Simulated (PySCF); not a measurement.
**Property card for hydrofluoric acid (`F`)**

Hydrofluoric acid, HF.
Structure used (GFN2-xTB), in Å, numbered top down from 1:
```xyz
2
HF angstrom
F      0.468   -0.003   -0.003
H     -0.465    0.004   -0.011
```

From GFN2-xTB geometry:

```
Point group of the GFN2-xTB geometry                    : C∞v
Rotational constant B (linear) of the GFN2-xTB geometry : 607.355 GHz
```

B3LYP/def2-SVPD ground state and vertical TDDFT (core frozen in the response) (PySCF):

```
Dipole moment                                                     : 1.85 D
HOMO energy                                                       : -11.58 eV
LUMO energy                                                       : -0.06 eV
HOMO–LUMO gap                                                     : 11.52 eV
Lowest singlet excitation                                         : 9.88 eV (126 nm, f = 0.059 summed over 2 states within 0.01 eV)
Lowest triplet excitation (Tamm–Dancoff)                          : 9.37 eV
Static isotropic polarisability                                   : 5.6 au
Electronic spatial extent ⟨r²⟩ about the centre of nuclear charge : 14 bohr²
```

PBE0/pcSseg-1 ground state and GIAO shieldings, non-relativistic (PySCF):

```
Lowest Hirshfeld atomic charge                              : -0.23 e on F1
Highest Hirshfeld atomic charge                             : +0.23 e on H2
1H chemical shifts (computed TMS as zero) by class          : 2.90 (H2) ppm
Isotropic shieldings of nuclei other than C and H, by class : 405 (F1) ppm
```

From B3LYP/pcJ-1 indirect spin-spin coupling, non-relativistic, gas phase (PySCF):

```
Largest of the computed one-bond spin–spin couplings (means over like bonds) : 19F–1H +320.6 (F1–H2) Hz
```

**delta-SCF UKS SCAN, pcX-2 on the ionised atom, pcseg-1 elsewhere, spin-free X2C (PySCF)**

```
Core binding energies : F1s 694.1 (F1) eV
```

Monoisotopic mass from the formula: 20.0062 u.

The dipole equals about 6.2 × 10⁻³⁰ C·m (1 D = 3.33564 × 10⁻³⁰ C·m). The vertical singlet–triplet gap S1 − T1 is 0.51 eV (TDDFT singlet less Tamm–Dancoff triplet). No computed singlet falls in the visible range (750 to 380 nm, 1.65 to 3.26 eV); S1 lies 6.62 eV above its blue end. S1 lies 1.64 eV below the HOMO–LUMO gap.

